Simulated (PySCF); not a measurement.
C₄H₅F.
Bonds: C1–C2 (double), C2–C3, C3–C4 (double), C3–F5. Hydrogens: H6, H7 on C1; H8 on C2; H9, H10 on C4.

The same species was optimised twice, with GFN2-xTB and with PBE0-D3(BJ)/def2-SVP (PySCF), and the same property calculations (PySCF, gas phase) were run on both structures.

```csv
coordinate,GFN2-xTB,PBE0-D3(BJ)/def2-SVP,change
C3–F5 (Å),1.354,1.337,-0.017
C4–H9 (Å),1.073,1.090,+0.017
C1–H7 (Å),1.076,1.092,+0.016
C4–H10 (Å),1.075,1.091,+0.016
C1–H6 (Å),1.077,1.092,+0.015
C2–H8 (Å),1.080,1.094,+0.014
C1=C2 (Å),1.328,1.338,+0.010
C3=C4 (Å),1.328,1.337,+0.009
C2–C3 (Å),1.451,1.455,+0.004
H9–C4–H10 (°),117.9,119.3,+1.4
H6–C1–H7 (°),116.8,117.9,+1.1
C4–C3–F5 (°),118.7,119.7,+1.0
C3–C4–H9 (°),120.8,119.9,-0.9
C3–C2–H8 (°),114.7,115.4,+0.7
C1–C2–H8 (°),121.5,120.8,-0.7
C2–C1–H7 (°),121.8,121.1,-0.7
C2–C3–F5 (°),114.9,114.3,-0.6
C1–C2–C3–C4 (°),180,180,0
```

Rotational constants: A = 10007, B = 4304, C = 3009 MHz (GFN2-xTB) against A = 10067, B = 4280, C = 3003 MHz (PBE0-D3(BJ)/def2-SVP). Point groups within 0.08 Å: Cs and Cs. Atoms that the bonding makes alike are paired by their places after alignment.

On the GFN2-xTB structure: lowest singlet, TDDFT (eV) 5.95 [wB97X-D/def2-SVPD]; lowest triplet, Tamm–Dancoff (eV) 3.35 [wB97X-D/def2-SVPD]; isotropic polarisability (au) 54.2 [wB97X-D/def2-SVPD]; HOMO (eV) -8.86 [wB97X-D/def2-SVPD]; LUMO (eV) 0.63 [wB97X-D/def2-SVPD]; dipole (D) 1.49 [wB97X-D/def2-SVPD]; HOMO (eV) -7.04 [PBE0/pcSseg-1]; LUMO (eV) -1.06 [PBE0/pcSseg-1]; dipole (D) 1.45 [PBE0/pcSseg-1]; GIAO shielding of C1 (ppm) 62.3 [PBE0/pcSseg-1]; GIAO shielding of C2 (ppm) 50.2 [PBE0/pcSseg-1]; GIAO shielding of C3 (ppm) 13.5 [PBE0/pcSseg-1]; GIAO shielding of C4 (ppm) 86.1 [PBE0/pcSseg-1]; GIAO shielding of F5 (ppm) 287.6 [PBE0/pcSseg-1].

Problem. What do these properties become on the PBE0-D3(BJ)/def2-SVP structure?

Solution. 
```
                                    property              level  on GFN2-xTB  on PBE0-D3(BJ)/def2-SVP  change
                  lowest singlet, TDDFT (eV)  wB97X-D/def2-SVPD         5.95                     5.87   -0.08
           lowest triplet, Tamm–Dancoff (eV)  wB97X-D/def2-SVPD         3.35                     3.28   -0.07
               isotropic polarisability (au)  wB97X-D/def2-SVPD         54.2                     55.1    +0.9
                                   HOMO (eV)  wB97X-D/def2-SVPD        -8.86                    -8.80   +0.06
                                   LUMO (eV)  wB97X-D/def2-SVPD         0.63                     0.61   -0.02
                                  dipole (D)  wB97X-D/def2-SVPD         1.49                     1.38   -0.11
energy, GFN2-xTB geometry as zero (kcal/mol)  wB97X-D/def2-SVPD          0.0                     -0.6    -0.6
                                   HOMO (eV)      PBE0/pcSseg-1        -7.04                    -6.99   +0.05
                                   LUMO (eV)      PBE0/pcSseg-1        -1.06                    -1.08   -0.02
                                  dipole (D)      PBE0/pcSseg-1         1.45                     1.35   -0.10
energy, GFN2-xTB geometry as zero (kcal/mol)      PBE0/pcSseg-1          0.0                     -0.2    -0.2
                  GIAO shielding of C1 (ppm)      PBE0/pcSseg-1         62.3                     59.6    -2.7
                  GIAO shielding of C2 (ppm)      PBE0/pcSseg-1         50.2                     47.4    -2.8
                  GIAO shielding of C3 (ppm)      PBE0/pcSseg-1         13.5                     13.6    +0.1
                  GIAO shielding of C4 (ppm)      PBE0/pcSseg-1         86.1                     84.5    -1.6
                  GIAO shielding of F5 (ppm)      PBE0/pcSseg-1        287.6                    289.7    +2.1
```

The heavy atoms differ by 0.010 Å rms after alignment. Among all bonds C1–H7, C3–F5, C4–H9 and C4–H10 change most and about equally (-0.017 to +0.017 Å). Changes are differences of the printed values. Neither structure is proved a minimum here.

Shape of the structure used: `[CH2:1]=[CH:2][C:3](=[CH2:4])[F:5]`: C1–C2–C3–C4 180°.

wB97X-D is run here without its empirical dispersion term; that term would change no orbital, density or response property at a fixed geometry.
